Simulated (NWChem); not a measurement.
Molecule: BCl₃; SMILES ClB(Cl)Cl

All runs: NWChem. Pople sets run with spherical d functions. Each level has its own optimisation; frequencies are unscaled.

```tsv
level	r B–Cl (Å)	highest harmonic frequency (cm⁻¹)	lowest (cm⁻¹)	zero-point energy (kcal/mol)
Hartree-Fock/STO-3G	1.768	1135	275	5.5
Hartree-Fock/3-21G	1.771	918	273	4.7
Hartree-Fock/6-31G*	1.744	___	276	5.1
B3LYP/6-31G*	1.752	952	260	4.8
LDA (Slater exchange, VWN5)/def2-SVP	1.736	992	253	4.9
PBE/def2-SVP	1.753	956	250	4.7
BLYP/def2-SVP	1.764	925	249	4.6
PBE0/def2-SVP	1.742	993	257	4.9
```

Problem. What belongs in the gaps?

Solution. 
- Hartree-Fock/6-31G*, highest harmonic frequency (cm⁻¹): 1012
